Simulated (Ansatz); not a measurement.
## Cost against result

Saddle point of C$_{2}$H$_{7}$S, doublet (C₂H₆ (CC) + HS → C₂H₅ ([CH2][CH3]) + H₂S; bonds formed: H1–S4; bonds broken: H1–C2), PBE0-D4/def2-TZVP structure:

```xyz
10
angstrom
H -0.8918 -0.4411 0.4654
C 0.1265 0.7329 0.1198
C 1.1264 0.0259 -0.7204
S -1.7909 -1.5374 0.7526
H -0.5749 1.4054 -0.3647
H 0.3995 1.0014 1.1357
H 1.9152 0.7163 -1.0495
H 1.6170 -0.7812 -0.1718
H 0.6727 -0.3933 -1.6213
H -2.5995 -0.7288 1.4542
```

Barriers are electronic and count from the start structure reached by relaxing down the imaginary mode. Spin–orbit coupling is left out.

Program: Ansatz 0.2.0. Basis: as named in each row. Cores are frozen in the correlated methods; orbitals are unrestricted. B3LYP uses VWN-RPA correlation. Extrapolation: Hartree–Fock as exp(−7.88 √X), correlation as X^−2.97.

Times are rough, for one single point on 4 threads of a shared host (Arm Neoverse V1).

The estimate by CCSD(T) at an estimated basis limit (MP2 extrapolated from triple and quadruple zeta, plus CCSD(T) − MP2 in triple zeta) is 68.3 kJ/mol.

```
      method       basis  time (s)  barrier (kJ/mol)  method less estimate
          HF      STO-3G   under 1             157.7                  89.5
      PBE-D4      STO-3G   under 1              65.3                  -3.0
       SPW92    def2-SVP   under 1              19.1                 -49.1
    B3LYP-D4       6-31G   under 1              84.0                  15.7
      PBE-D4    def2-SVP         1              40.1                 -28.1
     PBE0-D4    def2-SVP         1              55.1                 -13.1
       SPW92  def2-TZVPP         1              12.8                 -55.5
     BLYP-D4  def2-TZVPP         2              44.4                 -23.8
      PBE-D4  def2-TZVPP         2              35.2                 -33.1
     PBE0-D4  def2-TZVPP         3              49.4                 -18.8
    BHLYP-D4  def2-TZVPP         3              71.9                   3.6
    B3LYP-D4  def2-TZVPP         3              55.3                 -13.0
CAM-B3LYP-D4  def2-TZVPP         3              63.6                  -4.6
    PBE-QIDH  def2-TZVPP         4              64.2                  -4.0
     wB97M-V    def2-SVP         4              71.3                   3.0
     CCSD(T)    def2-SVP         4              90.2                  21.9
      B2PLYP  def2-TZVPP         4              65.6                  -2.7
   r2SCAN-D4  def2-TZVPP         5              39.3                 -29.0
  r2SCAN0-D4  def2-TZVPP         5              50.8                 -17.4
  RPA on PBE  def2-TZVPP         6              84.6                  16.3
     wB97X-V  def2-TZVPP         8              65.3                  -2.9
      B97M-V  def2-TZVPP         8              54.7                 -13.5
     wB97M-V  def2-TZVPP         8              66.3                  -2.0
         MP2  def2-QZVPP        27              71.3                   3.1
     CCSD(T)  def2-TZVPP       140              73.8                   5.5
```

All methods are single points on the PBE0-D4 structures.

The T1 diagnostic stays at or below 0.014. ⟨S²⟩ of the unrestricted Hartree–Fock references: 0.76 to 0.78 (a pure state has 0.75).

Labels in which every atom is bracketed show which atoms are joined, not bond orders.
